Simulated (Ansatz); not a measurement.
**SiC (quintet): wave-function methods side by side, aug-cc-pVDZ**

One table from this session's results is given with a row withheld; the runs are named, their logs left out.

The runs use Ansatz 0.2.0, Gaussian basis; aug-cc-pVDZ, core rule «outside noble gas», up to 6 orbitals frozen.

The runs, in order: UHF; CCSD(T) on ROHF; CCSD(T) on UHF; BCCD(T) on ROHF; CISD as a restricted active space (open shells left free, so some higher excitations enter); CCSDT(Q) on ROHF; CCSDT(Q) on UHF; CASSCF and MRCISD+Q, 8 electrons in 8 orbitals; CASSCF and NEVPT2, 8 electrons in 8 orbitals.

13 further runs of the same task are left out: 8 that didn't finish, 5 set aside as unsound or not needed. Runs told in other sessions of the task aren't counted.

## The geometry

The geometry is a PBE0/def2-TZVPD stationary point (not a proven minimum) of the parent state, kept for this charge and spin.

2 atoms, charge 0, spin multiplicity 5.

Atoms are counted from 1 here; the program's logs count them from 0.

Bond lengths: Si1–C2 1.818 Å.

The first run:

The input, in.yaml:

```yaml
crystal:
  periodic: [false, false, false]
  atoms:
    - {symbol: Si, position_ang: [0.000000, 0.000000, 0.000000]}
    - {symbol: C, position_ang: [0.000000, 0.000000, 1.817700]}
basis:
  gaussian: {orbitals: aug-cc-pVDZ}
magnetization: {spin_polarized: true, initial_magnetization: 4}
hamiltonian: {xc: hf}
output: {orbitals: {seedname: orbitals}}
```

Launch:

```
> ansatz run in.yaml --threads 1 --pin off --events-out ev --progress --plain --max-ram 2393MiB
```

Among the steps run: UHF; CCSD(T) on ROHF; CCSD(T) on UHF; BCCD(T) on ROHF; CISD as a restricted active space (open shells left free, so some higher excitations enter); CCSDT(Q) on ROHF; CCSDT(Q) on UHF; CASSCF and MRCISD+Q, 8 electrons in 8 orbitals; CASSCF and NEVPT2, 8 electrons in 8 orbitals.

One table of the session follows, with a row left open; its other results are not shown here.

It belongs to the step «Misses and costs». 

```
          method  from UCCSDT(Q) (kJ/mol)
            ROHF                   +443.4
             UHF                   +430.3
            RMP2                   +116.2
            UMP2                   +118.1
            CISD                    +38.6
           RCCSD                        ?
           UCCSD                    +21.6
        RCCSD(T)                     +5.7
        UCCSD(T)                     +5.7
         BCCD(T)                     +5.3
          RCCSDT                     +1.2
          UCCSDT                     +1.1
       RCCSDT(Q)                     +0.2
       UCCSDT(Q)                        0
  CASSCF valence                   +339.6
  NEVPT2 valence                    +83.3
  MRCISD valence                    +27.1
MRCISD+Q valence                     +2.6
```

Estimate the missing values for RCCSD.

**Answer.** from UCCSDT(Q) (kJ/mol): +21.8. In the column «from UCCSDT(Q) (kJ/mol)» it lies between UCCSD (+21.6) and MRCISD valence (+27.1).

To keep in mind: Restricted and unrestricted rows rest on different reference determinants; a gap between their highest levels can come from leftover correlation error, from unlike frozen cores or from another state.
